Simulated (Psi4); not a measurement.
# BPH6 (SMILES [BH3-][PH3+]): PBE0/def2-SVP (Cholesky decomposition, cholesky tolerance 0.001, sweep point 6)

What is the vertical ionisation energy of BPH6 at PBE0/def2-SVP (Cholesky decomposition, cholesky tolerance 0.001, sweep point 6)? 

The results are computed with Psi4 1.11.

2 further runs of the same task are left out: 2 set aside as unsound or not needed.

**1. Starting point**

The species is BPH6 (8 atoms), meant as a singlet with charge 0. SMILES: `[BH3-][PH3+]`. The coordinates come from a PBE0-D4/def2-TZVP relaxation.

Bond lengths: B1–P2 1.910 Å, B1–H3 1.209 Å, B1–H4 1.209 Å, B1–H5 1.209 Å, P2–H6 1.408 Å, P2–H7 1.409 Å, P2–H8 1.408 Å. Some angles: B1–P2–H6 118.0°, B1–P2–H7 118.1°, B1–P2–H8 118.0°, P2–B1–H3 103.8°, P2–B1–H4 103.8°, P2–B1–H5 103.8°, H6–P2–H7 99.7°, H6–P2–H8 99.7°, H7–P2–H8 99.7°, H3–B1–H4 114.5°.

**2. The energy at PBE0/def2-SVP (Cholesky decomposition, cholesky tolerance 0.001, sweep point 6)**

The input, job.inp:

```
memory 1.6 GB

molecule mol {
  B     -0.556100     0.227200    -0.914000
  P      0.433900    -0.181600     0.667700
  H     -1.693400     0.343100    -0.520100
  H     -0.367800    -0.730200    -1.628000
  H     -0.055500     1.254200    -1.309900
  H      0.418800     0.755700     1.718800
  H      1.823100    -0.380300     0.547100
  H      0.089200    -1.345200     1.382600
  units angstrom
  symmetry c1
}

set globals {
  puream true
  scf_type cd
  dft_radial_points 99
  dft_spherical_points 590
  cholesky_tolerance 0.001
}

E, wfn = energy("pbe0/def2-SVP", return_wfn=True)
print_variables()
```

Command:

```
$ psi4 job.inp job.out -n 1
```

job.out, cut to the lines that bear on the results:

```text
[...]
  Running in c1 symmetry.
[...]
  Nuclear repulsion =   59.544517156228110
[...]
  Multiplicity = 1
[...]
  Nalpha       = 13
  Nbeta        = 13
[...]
    Number of basis functions: 62
[...]
   @RKS iter   1:  -369.31233790679318   -1.69288e-01   7.46818e-03 DIIS/ADIIS
[...]
   @RKS iter   7:  -369.47960489395939   -2.30095e-08   3.40913e-07 DIIS
[...]
    Orbital Energies [Eh]
    ---------------------
    Doubly Occupied:
       1A    -77.260106     2A     -6.723343     3A     -6.671756
       4A     -4.811709     5A     -4.811699     6A     -4.808230
       7A     -0.723593     8A     -0.516702     9A     -0.453086
      10A     -0.453036    11A     -0.329078    12A     -0.311794
      13A     -0.311785
[...]
  @RKS Final Energy:  -369.47960489395939
   => Energetics <=
    Nuclear Repulsion Energy =             59.5445171562281104
    One-Electron Energy =                -625.9437692811243323
    Two-Electron Energy =                 219.1057932379091255
    DFT Exchange-Correlation Energy =     -22.1861460069723719
    Empirical Dispersion Energy =           0.0000000000000000
    VV10 Nonlocal Energy =                  0.0000000000000000
    Total Energy =                       -369.4796048939594471
[...]
 Multipole Moments:
 ------------------------------------------------------------------------------------
     Multipole            Electronic (a.u.)      Nuclear  (a.u.)        Total (a.u.)
 ------------------------------------------------------------------------------------
 L = 1.  Multiply by 2.5417464519 to convert [e a0] to [Debye]
 Dipole X            :          1.1338298           -0.2562415            0.8775882
 Dipole Y            :         -0.4686323            0.1061634           -0.3624689
 Dipole Z            :          1.8106152           -0.4084037            1.4022115
 Magnitude           :                                                    1.6934408
[...]
```

Run time: 15 s. Hardware: 1 thread of Intel Xeon Platinum 8259CL at 2.50GHz (Skylake/Cascade Lake), shared host; peak memory 0.96 GiB.

**3. The doublet cation, same level**

The input, calc.dat:

```
memory 1600 MB

molecule mol {
  1 2
  B     -0.556100     0.227200    -0.914000
  P      0.433900    -0.181600     0.667700
  H     -1.693400     0.343100    -0.520100
  H     -0.367800    -0.730200    -1.628000
  H     -0.055500     1.254200    -1.309900
  H      0.418800     0.755700     1.718800
  H      1.823100    -0.380300     0.547100
  H      0.089200    -1.345200     1.382600
  units angstrom
  symmetry c1
}

set reference uks
set puream true
set scf_type cd
set dft_radial_points 99
set dft_spherical_points 590
set cholesky_tolerance 0.001
set maxiter 150

E, wfn = energy('pbe0/def2-SVP', return_wfn=True)
```

Command:

```
$ psi4 -n 1 calc.dat calc.out
```

calc.out, cut to the lines that bear on the results:

```text
[...]
  Running in c1 symmetry.
[...]
  Nuclear repulsion =   59.544517156228110
[...]
  Multiplicity = 2
[...]
  Nalpha       = 13
  Nbeta        = 12
[...]
    Number of basis functions: 62
[...]
   @UKS iter   1:  -368.90621218980107    2.36838e-01   6.70279e-03 ADIIS/DIIS
[...]
   @UKS iter  20:  -369.07596267566970   -1.96302e-08   4.48959e-07 DIIS
[...]
   @S^2 Observed:                7.581789932E-01
[...]
    Orbital Energies [Eh]
    ---------------------
    Alpha Occupied:
       1A    -77.474990     2A     -7.032013     3A     -6.889666
       4A     -5.029397     5A     -5.028869     6A     -5.026879
       7A     -0.949979     8A     -0.812377     9A     -0.690340
      10A     -0.663342    11A     -0.639520    12A     -0.608695
      13A     -0.572996
    Alpha Virtual:
      14A     -0.186026    15A     -0.175403    16A     -0.156997
      17A     -0.113058    18A     -0.087550    19A     -0.086445
      20A     -0.050726    21A      0.038528    22A      0.051648
      23A      0.067879    24A      0.143021    25A      0.146715
[...]
  @UKS Final Energy:  -369.07596267566970
   => Energetics <=
    Nuclear Repulsion Energy =             59.5445171562281104
    One-Electron Energy =                -619.5938465412782534
    Two-Electron Energy =                 212.9231608622142176
    DFT Exchange-Correlation Energy =     -21.9497941528338139
    Empirical Dispersion Energy =           0.0000000000000000
    VV10 Nonlocal Energy =                  0.0000000000000000
    Total Energy =                       -369.0759626756697003
[...]
 Multipole Moments:
 ------------------------------------------------------------------------------------
     Multipole            Electronic (a.u.)      Nuclear  (a.u.)        Total (a.u.)
 ------------------------------------------------------------------------------------
 L = 1.  Multiply by 2.5417464519 to convert [e a0] to [Debye]
 Dipole X            :          0.1862860           -0.2562415           -0.0699555
 Dipole Y            :          0.1220667            0.1061634            0.2282301
 Dipole Z            :          0.5270574           -0.4084037            0.1186536
 Magnitude           :                                                    0.2665735
[...]
```

It took 54 s on 1 thread of Intel Xeon Platinum 8259CL at 2.50GHz (Skylake/Cascade Lake), shared host; peak memory 0.96 GiB.

**4. What came out**

Level: PBE0/def2-SVP (Cholesky decomposition, cholesky tolerance 0.001, sweep point 6).

| quantity | value |
| --- | --- |
| singlet BPH6: total energy | -369.47960 Eh |
| singlet BPH6: dipole moment | 4.30 D |
| singlet BPH6: HOMO energy | -8.48 eV |
| singlet BPH6: LUMO energy | 0.80 eV |
| singlet BPH6: HOMO–LUMO gap | 9.28 eV |
| doublet cation: total energy | -369.07596 Eh |
| doublet cation: HOMO energy (highest over α and β) | -15.48 eV |
| doublet cation: LUMO energy (lowest over α and β) | -13.42 eV |
| doublet cation: ⟨S²⟩ | 0.758 |
| vertical ionisation energy (to the doublet cation) | 10.984 eV |

In words: Removing an electron at fixed nuclei costs 10.98 eV (253 kcal/mol). The negative HOMO energy of the first species, 8.48 eV, lies 2.50 eV below that difference.
